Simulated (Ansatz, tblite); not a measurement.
**The cluster GeS2: which isomer is lowest**

Aim: relax the candidate shapes of the cluster GeS2 that a cheap search turned up, and see how the levels of theory order them.

Program: Ansatz 0.2.0, Gaussian basis. Level of theory: relaxed with PBE0-D4/def2-TZVP, singlet. These are calculated values, not measurements.

## 1. Where the work starts

3 atoms, charge 0, spin multiplicity 1.

Atoms are counted from 1 here; the program's logs count them from 0.

Bond lengths: Ge1–S2 2.012 Å, Ge1–S3 2.012 Å. Angles: S2–Ge1–S3 180.0°.

Geometry (Å):

```xyz
3

Ge    0.0004   -0.0001    0.0003
S    -0.2989   -1.3138   -1.4944
S     0.2985    1.3139    1.4941
```

A search from random starts with GFN1-xTB found 3 distinct shapes; 2 go on here. The structure above is candidate A, which lies 0.00 eV above the lowest at that level; B lies 1.27 eV above the lowest at that level.

## 2. Relaxing candidate A

The input, in.yaml:

```yaml
crystal:
  periodic: [false, false, false]
  atoms:
    - {symbol: Ge, position_ang: [0.000440, -0.000100, 0.000260]}
    - {symbol: S, position_ang: [-0.298920, -1.313830, -1.494400]}
    - {symbol: S, position_ang: [0.298480, 1.313940, 1.494140]}
basis:
  gaussian: {orbitals: def2-TZVP}
hamiltonian: {xc: pbe0, dispersion: d4}
scf: {lower_state_search: "off"}
output: {orbitals: {seedname: orbitals}}
relax: {f_tol: 0.02, max_steps: 100}
```

Started as:

```
ansatz run in.yaml --threads 4 --pin off --events-out ev --progress --plain --max-ram 3916MiB
```

Output, cut to the lines that bear on the results:

```text
Functional definition: PBE0
  name "PBE0"
  cite "Adamo & Barone, J. Chem. Phys. 110, 6158 (1999) doi:10.1063/1.478522"
  cite "Perdew, Burke & Ernzerhof, Phys. Rev. Lett. 77, 3865 (1996) doi:10.1103/PhysRevLett.77.3865"
  parent pbe
[...]
943 factors; their error is unknown
[...]
mean field -78176.06408448 eV, -2872.9173654651 hartree, gradient 9.6e-7 eV, S^2 0.000000; 0 other end points of the search recorded, 0 dependent functions left out
[...]
reference -78176.06410484 eV, -2872.9173662136 hartree; 32, 32 occupied and 90, 90 virtual orbitals, 943 factors
relax step   1: F+E_penalty+E_count = -78176.15335057 eV  Δ(F+E_penalty+E_count) = +0.000e0 eV  max|allowed force component| = 3.589e-1 eV/Å  Δτ_max = 0.0000 Å  (15 SCF iters, accepted)
[...]
relax step   2: F+E_penalty+E_count = -78176.16002844 eV  Δ(F+E_penalty+E_count) = -6.678e-3 eV  max|allowed force component| = 1.625e-1 eV/Å  Δτ_max = 0.0245 Å  (21 SCF iters, accepted)
[...]
relax step   3: F+E_penalty+E_count = -78176.16158497 eV  Δ(F+E_penalty+E_count) = -1.557e-3 eV  max|allowed force component| = 9.135e-4 eV/Å  Δτ_max = 0.0073 Å  (22 SCF iters, accepted)
Total energy: -78176.16160533 eV, -2872.9209492905 hartree
Atom 0 at     0.000068    -0.000035     0.000019 Å, force    -0.000204     0.000193     0.000017 eV/Å
Atom 1 at    -0.296193    -1.302684    -1.481567 Å, force    -0.000079    -0.000892    -0.000914 eV/Å
Atom 2 at     0.296125     1.302730     1.481548 Å, force     0.000283     0.000699     0.000896 eV/Å
Dipole moment:     0.000043    -0.000026     0.000010 e Å
Checks for a lower state left out: stability, starts, cluster_reference, orbital_swaps, neighbouring_geometries, increment
```

Wall time 2.8 s (4 threads of Arm Neoverse V2, shared host).

Step by step:

```
step  energy from step 1 (eV)  largest force component (eV/Å)
   1                   0.0000                          0.3589
   2                  -0.0067                          0.1625
   3                  -0.0082                          0.0009
```

Distances of close pairs at the start and the end, largest changes first:

```
  bond  before (Å)  after (Å)  change (Å)
Ge1–S2       2.012      1.995      -0.017
Ge1–S3       2.012      1.995      -0.017
```

## 3. Relaxing candidate B

The input, in.yaml:

```yaml
crystal:
  periodic: [false, false, false]
  atoms:
    - {symbol: Ge, position_ang: [-0.450660, -0.518910, -1.041500]}
    - {symbol: S, position_ang: [0.939100, 0.829680, -0.072210]}
    - {symbol: S, position_ang: [-0.488440, -0.310770, 1.113700]}
basis:
  gaussian: {orbitals: def2-TZVP}
hamiltonian: {xc: pbe0, dispersion: d4}
scf: {lower_state_search: "off"}
output: {orbitals: {seedname: orbitals}}
relax: {f_tol: 0.02, max_steps: 100}
```

The command is unchanged.

Output, cut to the lines that bear on the results:

```text
Functional definition: PBE0
  name "PBE0"
  cite "Adamo & Barone, J. Chem. Phys. 110, 6158 (1999) doi:10.1063/1.478522"
  cite "Perdew, Burke & Ernzerhof, Phys. Rev. Lett. 77, 3865 (1996) doi:10.1103/PhysRevLett.77.3865"
  parent pbe
[...]
943 factors; their error is unknown
[...]
mean field -78175.93591066 eV, -2872.9126551643 hartree, gradient 8.9e-7 eV, S^2 0.000000; 0 other end points of the search recorded, 0 dependent functions left out
[...]
reference -78175.93593057 eV, -2872.9126558958 hartree; 32, 32 occupied and 90, 90 virtual orbitals, 943 factors
relax step   1: F+E_penalty+E_count = -78176.03868884 eV  Δ(F+E_penalty+E_count) = +0.000e0 eV  max|allowed force component| = 1.063e0 eV/Å  Δτ_max = 0.0000 Å  (15 SCF iters, accepted)
[...]
relax step   2: F+E_penalty+E_count = -78176.07762491 eV  Δ(F+E_penalty+E_count) = -3.894e-2 eV  max|allowed force component| = 1.586e-1 eV/Å  Δτ_max = 0.0335 Å  (22 SCF iters, accepted)
[...]
relax step   3: F+E_penalty+E_count = -78176.07920159 eV  Δ(F+E_penalty+E_count) = -1.577e-3 eV  max|allowed force component| = 5.132e-3 eV/Å  Δτ_max = 0.0072 Å  (22 SCF iters, accepted)
Total energy: -78176.07922148 eV, -2872.9179217395 hartree
Atom 0 at    -0.465351    -0.535826    -1.075452 Å, force    -0.002221    -0.002557    -0.005132 eV/Å
Atom 1 at     0.935264     0.829205    -0.045945 Å, force     0.002605     0.002473     0.001324 eV/Å
Atom 2 at    -0.469913    -0.293379     1.121387 Å, force    -0.000385     0.000084     0.003808 eV/Å
Dipole moment:    -0.172561    -0.198695    -0.398798 e Å
Checks for a lower state left out: stability, starts, cluster_reference, orbital_swaps, neighbouring_geometries, increment
```

It took 2.9 s on 4 threads of Arm Neoverse V2, shared host.

Relaxation path:

```
step  energy from step 1 (eV)  largest force component (eV/Å)
   1                   0.0000                          1.0633
   2                  -0.0389                          0.1586
   3                  -0.0405                          0.0051
```

Close pairs (by a distance rule), those that changed most:

```
  bond  before (Å)  after (Å)  change (Å)
Ge1–S2       2.166      2.210      +0.045
Ge1–S3       2.166      2.210      +0.045
 S2–S3       2.178      2.144      -0.034
```

## 4. The relaxed candidates

```
candidate  point group      bonds (count, mean Å)  energy above the lowest (kJ/mol)
        A        Dinfh               Ge–S 2, 1.99                               0.0
        B          C2v  Ge–S 2, 2.21; S–S 1, 2.14                               7.9
```

## 5. Candidate B, GFN1-xTB

Tight binding, by tblite at 300 K electronic temperature and without a spin-polarisation term:

```python
tblite.interface.Calculator('GFN1-xTB', numbers, positions, charge=0, uhf=0).singlepoint()
```

Energy -247.1122 eV, HOMO -9.74 eV, LUMO -7.56 eV; 0.002 s.

## 6. Candidate B, GFN2-xTB

Tight binding, by tblite at 300 K electronic temperature and without a spin-polarisation term:

```python
tblite.interface.Calculator('GFN2-xTB', numbers, positions, charge=0, uhf=0).singlepoint()
```

Energy -231.1683 eV, HOMO -10.00 eV, LUMO -8.18 eV; 0.002 s.

## 7. Candidate B, PBE0-D4/def2-TZVP

start.molden holds the orbitals of an earlier run on this state, given as this run's starting guess.

The input, in.yaml:

```yaml
crystal:
  periodic: [false, false, false]
  atoms:
    - {symbol: Ge, position_ang: [-0.465351, -0.535826, -1.075452]}
    - {symbol: S, position_ang: [0.935264, 0.829205, -0.045945]}
    - {symbol: S, position_ang: [-0.469913, -0.293379, 1.121387]}
basis:
  gaussian: {orbitals: def2-TZVP, initial_orbitals: start.molden}
hamiltonian: {xc: pbe0, dispersion: d4}
scf: {omitted_lower_state_checks: [starts]}
output: {orbitals: {seedname: orbitals}}
```

Launched as before.

Output:

```text
Functional definition: PBE0
  name "PBE0"
  cite "Adamo & Barone, J. Chem. Phys. 110, 6158 (1999) doi:10.1063/1.478522"
  cite "Perdew, Burke & Ernzerhof, Phys. Rev. Lett. 77, 3865 (1996) doi:10.1103/PhysRevLett.77.3865"
  parent pbe
  parameter a = 0.25
  parameter kappa = 0.804
  parameter beta = 0.06672455060314922
  exchange = (1 - a)*pbe_x(kappa = kappa, mu = beta*pi^2/3) + a*exact_x
  correlation = pbe_c(beta = beta)
these checks for a lower state are left out or cut short: starts
943 factors; their error is unknown
mean field evaluation 1: about -78175.6566 eV, gradient 1.4e-1 eV
mean field evaluation 2: about -78175.9765 eV, gradient 4.4e-5 eV
mean field -78175.97648821 eV, -2872.9141463616 hartree, gradient 4.4e-5 eV, S^2 0.000000; 0 other end points of the search recorded, 0 dependent functions left out
reference -78175.97650809 eV, -2872.9141470924 hartree; 32, 32 occupied and 90, 90 virtual orbitals, 943 factors
Total energy: -78176.07922147 eV, -2872.9179217393 hartree
Checks for a lower state left out: starts
```

Run time: 0.7 s. Hardware: 4 threads of Arm Neoverse V2, shared host.

Report: HOMO -6.29 eV, LUMO -2.79 eV.

## 8. Candidate B, PBE-D4/def2-TZVP

Edit in.yaml of step 7 so:

```diff
@@ -8,4 +8,4 @@
   gaussian: {orbitals: def2-TZVP, initial_orbitals: start.molden}
-hamiltonian: {xc: pbe0, dispersion: d4}
+hamiltonian: {xc: pbe, dispersion: d4}
 scf: {omitted_lower_state_checks: [starts]}
-output: {orbitals: {seedname: orbitals}}
+output: {forces: true, orbitals: {seedname: orbitals}}
```

The command is unchanged.

Output, cut to the lines that bear on the results:

```text
Functional definition: PBE
  name "PBE"
  cite "Perdew, Burke & Ernzerhof, Phys. Rev. Lett. 77, 3865 (1996) doi:10.1103/PhysRevLett.77.3865"
  parent pbe
[...]
880 factors; their error is unknown
[...]
mean field -78173.09301675 eV, -2872.8081807400 hartree, gradient 1.3e-5 eV, S^2 0.000000; 0 other end points of the search recorded, 0 dependent functions left out
[...]
reference -78173.09304328 eV, -2872.8081817150 hartree; 32, 32 occupied and 90, 90 virtual orbitals, 880 factors
Total energy: -78173.21621200 eV, -2872.8127080818 hartree
Atom 0 at    -0.465351    -0.535826    -1.075452 Å, force    -0.191970    -0.221043    -0.443654 eV/Å
Atom 1 at     0.935264     0.829205    -0.045945 Å, force     0.443933     0.388494    -0.067227 eV/Å
Atom 2 at    -0.469913    -0.293379     1.121387 Å, force    -0.251963    -0.167451     0.510881 eV/Å
Dipole moment:    -0.158307    -0.182281    -0.365855 e Å
Checks for a lower state left out: starts
```

It took 0.85 s on 4 threads of Arm Neoverse V2, shared host.

From the report: HOMO -5.17 eV, LUMO -3.51 eV.

## 9. Candidate B, r2SCAN-D4/def2-TZVP

Edit in.yaml of step 8 so:

```diff
@@ -8,4 +8,4 @@
   gaussian: {orbitals: def2-TZVP, initial_orbitals: start.molden}
-hamiltonian: {xc: pbe, dispersion: d4}
+hamiltonian: {xc: r2scan, dispersion: d4}
 scf: {omitted_lower_state_checks: [starts]}
-output: {forces: true, orbitals: {seedname: orbitals}}
+output: {orbitals: {seedname: orbitals}}
```

Same command.

Output:

```text
Functional definition: r2SCAN
  name "r2SCAN"
  cite "Furness, Kaplan, Ning, Perdew & Sun, J. Phys. Chem. Lett. 11, 8208 (2020) doi:10.1021/acs.jpclett.0c02405"
  cite "Furness, Kaplan, Ning, Perdew & Sun, J. Phys. Chem. Lett. 11, 9248 (2020) doi:10.1021/acs.jpclett.0c03077"
  parent r2scan
  parameter k0 = 0.174
  parameter k1 = 0.065
  parameter a1 = 4.9479
  exchange = r2scan_x(k0 = k0, k1 = k1, a1 = a1)
  correlation = r2scan_c
these checks for a lower state are left out or cut short: starts
880 factors; their error is unknown
mean field evaluation 1: about -78188.8495 eV, gradient 9.2e0 eV
mean field evaluation 2: about -78188.8908 eV, gradient 7.4e-2 eV
mean field evaluation 4: about -78188.8709 eV, gradient 9.3e-5 eV
mean field evaluation 8: about -78188.8709 eV, gradient 8.9e-6 eV
mean field -78188.87091364 eV, -2873.3880077559 hartree, gradient 8.9e-6 eV, S^2 0.000000; 0 other end points of the search recorded, 0 dependent functions left out
reference -78188.87092117 eV, -2873.3880080329 hartree; 32, 32 occupied and 90, 90 virtual orbitals, 880 factors
Total energy: -78188.89362157 eV, -2873.3888422570 hartree
Checks for a lower state left out: starts
```

It took 1.9 s on 4 threads of Arm Neoverse V2, shared host.

HOMO -5.41 eV, LUMO -3.48 eV.

## 10. Candidate B, r2SCAN0-D4/def2-TZVP

Edit in.yaml of step 9 so:

```diff
@@ -8,3 +8,3 @@
   gaussian: {orbitals: def2-TZVP, initial_orbitals: start.molden}
-hamiltonian: {xc: r2scan, dispersion: d4}
+hamiltonian: {xc: {name: r2SCAN0}, dispersion: d4}
 scf: {omitted_lower_state_checks: [starts]}
```

Same command.

Output, cut to the lines that bear on the results:

```text
Functional definition: r2SCAN0
  name "r2SCAN0"
  cite "Bursch, Neugebauer, Ehlert & Grimme, J. Chem. Phys. 156, 134105 (2022) doi:10.1063/5.0086040"
  cite "Furness, Kaplan, Ning, Perdew & Sun, J. Phys. Chem. Lett. 11, 8208 (2020) doi:10.1021/acs.jpclett.0c02405"
  cite "Furness, Kaplan, Ning, Perdew & Sun, J. Phys. Chem. Lett. 11, 9248 (2020) doi:10.1021/acs.jpclett.0c03077"
  parent r2scan
[...]
943 factors; their error is unknown
[...]
mean field -78187.97792892 eV, -2873.3551911729 hartree, gradient 1.6e-5 eV, S^2 0.000000; 0 other end points of the search recorded, 0 dependent functions left out
reference -78187.97793493 eV, -2873.3551913937 hartree; 32, 32 occupied and 90, 90 virtual orbitals, 943 factors
Total energy: -78188.00735893 eV, -2873.3562727059 hartree
Checks for a lower state left out: starts
```

Wall time 2.2 s (4 threads of Arm Neoverse V2, shared host).

From the report: HOMO -6.45 eV, LUMO -2.78 eV.

## 11. Candidate B, B3LYP-D4/def2-TZVP

Edit in.yaml of step 10 so:

```diff
@@ -8,3 +8,3 @@
   gaussian: {orbitals: def2-TZVP, initial_orbitals: start.molden}
-hamiltonian: {xc: {name: r2SCAN0}, dispersion: d4}
+hamiltonian: {xc: {name: B3LYP}, dispersion: d4}
 scf: {omitted_lower_state_checks: [starts]}
```

Same command.

Output, cut to the lines that bear on the results:

```text
Functional definition: B3LYP
  name "B3LYP"
  cite "Stephens, Devlin, Chabalowski & Frisch, J. Phys. Chem. 98, 11623 (1994) doi:10.1021/j100096a001"
  cite "Becke, Phys. Rev. A 38, 3098 (1988) doi:10.1103/PhysRevA.38.3098"
  cite "Lee, Yang & Parr, Phys. Rev. B 37, 785 (1988) doi:10.1103/PhysRevB.37.785"
  cite "Vosko, Wilk & Nusair, Can. J. Phys. 58, 1200 (1980) doi:10.1139/p80-159"
[...]
931 factors; their error is unknown
[...]
mean field -78192.68175237 eV, -2873.5280534963 hartree, gradient 4.0e-5 eV, S^2 0.000000; 0 other end points of the search recorded, 0 dependent functions left out
reference -78192.68194206 eV, -2873.5280604672 hartree; 32, 32 occupied and 90, 90 virtual orbitals, 931 factors
Total energy: -78192.88938947 eV, -2873.5356840190 hartree
Checks for a lower state left out: starts
```

Run time: 0.96 s. Hardware: 4 threads of Arm Neoverse V2, shared host.

HOMO -6.03 eV, LUMO -2.97 eV.

## 12. Candidate B, CCSD(T)/def2-TZVPP

Edit in.yaml of step 11 so:

```diff
@@ -7,4 +7,4 @@
 basis:
-  gaussian: {orbitals: def2-TZVP, initial_orbitals: start.molden}
-hamiltonian: {xc: {name: B3LYP}, dispersion: d4}
+  gaussian: {orbitals: def2-TZVPP, initial_orbitals: start.molden}
+correlation: {method: ccsd_t}
 scf: {omitted_lower_state_checks: [starts]}
```

Launched as before.

Output, cut to the lines that bear on the results:

```text
Functional definition: HF
  name "HF"
  cite "Fock, Z. Phys. 61, 126 (1930) doi:10.1007/BF01340294"
  parent pbe
[...]
810 factors; integrals over basis functions are off by at most 8.7e-4 eV
[...]
mean field -78109.83532933 eV, -2870.4835036049 hartree, gradient 9.8e-7 eV, S^2 0.000000; 0 other end points of the search recorded, 0 dependent functions left out
19 core orbitals not correlated: weight in the atoms' cores, before any rotation towards them, 1.000 or more for the frozen orbitals, at most 0.000 for the correlated occupied ones
reference -78109.83532933 eV, -2870.4835036049 hartree; 13, 13 occupied and 100, 100 virtual orbitals, 810 factors
second order -15.37343380 eV of doubles, -0.00000000 eV of singles
cycle   1  -15.31344247 eV  change    6.0e-2 eV  update   1.2e-1
[...]
cycle  11  -15.91740701 eV  change   -1.8e-5 eV  update   6.5e-6
perturbative correction -0.90122050 eV, -0.0331192424 hartree
Total energy: -78126.65395684 eV, -2871.1015767657 hartree
Checks for a lower state left out: starts
```

It took 2.5 s on 4 threads of Arm Neoverse V2, shared host.

Hartree-Fock HOMO -8.85 eV, LUMO 0.23 eV; T1 0.017.

## 13. B against A

The energies of A at these levels come from its own runs, whose logs aren't repeated here.

Differences are taken before rounding.

```
              method  B above A (kJ/mol)  from CCSD(T)/def2-TZVPP (kJ/mol)     time
            GFN1-xTB               125.5                            +100.6  0.004 s
            GFN2-xTB               -37.0                             -62.0  0.004 s
       HF/def2-TZVPP                26.5                              +1.5         
    PBE-D4/def2-TZVP                 6.6                             -18.4    1.6 s
 r2SCAN-D4/def2-TZVP                21.7                              -3.2      4 s
  B3LYP-D4/def2-TZVP                10.8                             -14.1    1.9 s
   PBE0-D4/def2-TZVP                 7.9                             -17.0    2.3 s
r2SCAN0-D4/def2-TZVP                17.4                              -7.6    4.3 s
      MP2/def2-TZVPP                32.2                              +7.2         
     CCSD/def2-TZVPP                22.3                              -2.7         
  CCSD(T)/def2-TZVPP                25.0                                 0    4.7 s
```

Among the levels timed on like hardware and quicker than the yardstick, those that no quicker one beats, quickest first: GFN2-xTB (0.004 s, -62.0 kJ/mol); PBE-D4/def2-TZVP (1.6 s, -18.4 kJ/mol); B3LYP-D4/def2-TZVP (1.9 s, -14.1 kJ/mol); r2SCAN-D4/def2-TZVP (4 s, -3.2 kJ/mol).

Times add the two runs; a level without a time comes out of a correlated run.

## 14. Summary of results

| quantity | value |
| --- | --- |
| B above A, CCSD(T)/def2-TZVPP | +25.0 kJ/mol |
| levels that put B lower | GFN2-xTB |

The levels disagree on B and A: 1 of 11 put B lower. CCSD(T)/def2-TZVPP isn't at the basis-set limit; small misses against it rank nothing. A random search of this size may have missed the true lowest shape. Only singlets are compared; another spin may lie lower and prefer another shape.
